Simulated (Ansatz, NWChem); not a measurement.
# Worked example: the enthalpy of formation of C2H5N (ethanimine)

The species is C2H5N (8 atoms), meant as a singlet with charge 0. SMILES: `[H]/N=C\C`. The coordinates come from a PBE0-D4/def2-TZVP relaxation.

Total energies at HF/6-311+G** (NWChem 7.3.0); the atoms run unrestricted:

| species | state | energy (Eh) |
| --- | --- | --- |
| C2H5N | singlet | -133.112390 |
| C | triplet | -37.689570 |
| N | quartet | -54.398892 |
| H | doublet | -0.499810 |

Harmonic wavenumbers at PBE0-D4/def2-TZVP, in cm⁻¹: 181, 489, 694, 919, 1070, 1075, 1148, 1276, 1387, 1426, 1462, 1468, 1755, 3041, 3073, 3108, 3137, 3434.

Measured heats of formation of the gaseous atoms at 298.15 K, in kJ/mol: C 716.9, N 472.4, H 218.0. Take 1 Eh = 2625.50 kJ/mol, 1 cm⁻¹ = 0.0119627 kJ/mol, RT = 2.479 kJ/mol.

**Question.** Work out the heat of formation of the gas at 298 K.

**Answer.** 
1. Electronic atomisation energy: 2 × (-37.689570) + (-54.398892) + 5 × (-0.499810) − (-133.112390) = 0.835308 Eh = 2193.1 kJ/mol.
2. Zero-point energy: half the sum of the wavenumbers, 15071.5 cm⁻¹ = 180.3 kJ/mol.
3. Thermal vibrational enthalpy, Σ hcν̃/(exp(hcν̃/kT) − 1): 2.9 kJ/mol. Translation, rotation and pV of a non-linear molecule: 4 RT = 9.9 kJ/mol.
4. The 8 free atoms carry 5/2 RT each: 49.6 kJ/mol.
5. Atomisation enthalpy at 298 K: 2193.1 − 180.3 − 2.9 − 9.9 + 49.6 = 2049.6 kJ/mol.
6. Sum of the atoms' heats of formation: 2996.2 kJ/mol. Heat of formation: 2996.2 − 2049.6 = +946.6 kJ/mol.

No measured value is set beside it here. Hartree–Fock leaves out correlation, which is larger in the molecule than in the atoms, so it underbinds and puts the heat of formation too high. Anharmonicity and any spin-orbit splitting of the molecule are left out.
